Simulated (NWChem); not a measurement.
System: phosphine (PH3); SMILES P

Program: NWChem. Each level has its own optimisation; frequencies are unscaled.

```
level                                 r H–P (Å)  highest harmonic frequency (cm⁻¹)  lowest (cm⁻¹)  zero-point energy (kcal/mol)  dipole (D)
------------------------------------  ---------  ---------------------------------  -------------  ----------------------------  ----------
Hartree-Fock/3-21G                        1.423                               2409           1093                          15.5        1.24
B3LYP/3-21G                               1.445                               2266           1030                          14.5        1.33
LDA (Slater exchange, VWN5)/def2-SVP      1.442                               2337            958                          14.4        0.94
BP86/def2-TZVP                            1.431                               2334            982                          14.5        0.64
PBE0-D3(BJ)/def2-TZVP                     1.420                               2422              …                             …           …
```

### Question
Fill in the missing entries.

### Answer

- PBE0-D3(BJ)/def2-TZVP, lowest (cm⁻¹): 1005
- PBE0-D3(BJ)/def2-TZVP, zero-point energy (kcal/mol): 15.0
- PBE0-D3(BJ)/def2-TZVP, dipole (D): 0.70
